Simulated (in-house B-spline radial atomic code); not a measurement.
Kr. Computed with a B-spline radial atomic code. Model: non-relativistic spherical atom: semilocal Troullier-Martins pseudo-atom, one channel per l, against all electrons, high spin, G0W0 and RPA with empty states to l = 8, local potential for every l without a channel, a model core (radius 0 = none) keeps its share of the functional.

What the tables leave out is listed at the end.

The pseudopotential gives back the lowest level of each angular momentum of its own functional in the configuration it was made in; a second state of the same l is only approximately right. Exact exchange, RPA and GW see the smooth pseudo-orbitals and miss the exchange with the core, for which the functional's share stands in. The column with an uncorrelated core keeps all orbitals and exact exchange, and so separates missing core correlation from pseudisation. Only the three outermost levels and the lowest empty one were computed. RPA here is direct RPA, with no exchange kernel, and its energies carry an (l + 1/2)⁻⁴ tail. A hybrid on a potential with a model core restores only its own semilocal share of the core's exchange.

Command:
```bash
python run_psgw.py task.json out
```
Settings (lengths in bohr, energies in hartree):
```
Z                      36
electrons              36
configuration          [Ar] 3d10 4s2 4p6
generated_in           [Ar] 3d10 4s2 4p6
functional             pbe,pbe
core_shells            5
radius_factor          1
core_correction        False
```

Cost of the run: 14 s on 1 thread of Intel(R) Xeon(R) 6975P-C (Granite Rapids), with other jobs on the host.

Given: made with PBE; model core radius 0 bohr; local radius 1.271 bohr; mean-field start PBE.

Valence shells of the generating configuration: 3d, 4s, 4p.

Channel: s 1.372, p 1.553, d 1.221 (radii in bohr).

Computed: largest level miss in the spin-unpolarised generating configuration 0 eV; valence RPA correlation energy all-electron orbitals -1.1055 hartree; valence RPA correlation energy pseudo -1.2618 hartree; all-electron RPA polarisability, core included 15.894 bohr³.

| level | occupied | mean-field all-electron (eV) | mean-field pseudo minus all (eV) | G0W0 all-electron (eV) | G0W0 uncorrelated core minus all (eV) | G0W0 pseudo minus all (eV) | exchange self-energy all-electron (eV) | exchange self-energy pseudo (eV) |
| --- | --- | --- | --- | --- | --- | --- | --- | --- |
| 4p | 1 | -9.2828 | 0 | -13.963 | -0.038 | -0.398 | -21.499 | -20.124 |

Problem. What is the pseudo-atom RPA polarisability?

Solution. 15.714 bohr³.

Given: mean-field start PBE0.

Computed: valence RPA correlation energy pseudo -1.2216 hartree; all-electron RPA polarisability, core included 13.848 bohr³; pseudo-atom RPA polarisability 13.459 bohr³.

| level | occupied | mean-field all-electron (eV) | mean-field pseudo minus all (eV) | G0W0 all-electron (eV) | G0W0 uncorrelated core minus all (eV) | G0W0 pseudo minus all (eV) | exchange self-energy all-electron (eV) | exchange self-energy pseudo (eV) |
| --- | --- | --- | --- | --- | --- | --- | --- | --- |
| 4p | 1 | -10.773 | -0.051 | -14.231 | -0.037 | -0.337 | -21.493 | -20.339 |

Problem. What is the valence RPA correlation energy all-electron orbitals?

Solution. -1.0572 hartree.

Given: mean-field start Hartree-Fock.

Computed: valence RPA correlation energy all-electron orbitals -0.94053 hartree; all-electron RPA polarisability, core included 10.71 bohr³; pseudo-atom RPA polarisability 9.8381 bohr³.

| level | occupied | mean-field all-electron (eV) | mean-field pseudo minus all (eV) | G0W0 all-electron (eV) | G0W0 uncorrelated core minus all (eV) | G0W0 pseudo minus all (eV) | exchange self-energy all-electron (eV) | exchange self-energy pseudo (eV) |
| --- | --- | --- | --- | --- | --- | --- | --- | --- |
| 4p | 1 | -14.264 | -0.335 | -14.682 | -0.029 | -0.01 | -21.262 | -20.805 |
| 4s | 1 | -31.373 | -0.05 | -28.752 | -0.032 | -0.237 | -28.727 | -27.214 |

Problem. What is the valence RPA correlation energy pseudo?

Solution. -1.1229 hartree.

Among the listed levels the largest G0W0 shift of the pseudo-atom is -0.40 eV, for 4p on the PBE start, while leaving the core uncorrelated moves that level by -0.04 eV. So pseudisation and the lost core exchange, not the missing core correlation, make the error. Not in the tables (levels of low weight, unsolved or above zero; the highest and the empty levels are kept at any weight): on PBE the G0W0 levels 4s (pseudo minus all -1.36 eV, weights 0.16 and 0.13), 3d (pseudo minus all +7.32 eV, weights 0.69 and 0.03); on PBE0 the G0W0 levels 4s (pseudo minus all -0.31 eV, weights 0.18 and 0.17), 3d (pseudo minus all +8.50 eV, weights 0.00 and 0.69); on Hartree-Fock the G0W0 levels 3d (pseudo minus all +9.39 eV, weights -0.00 and 0.66).
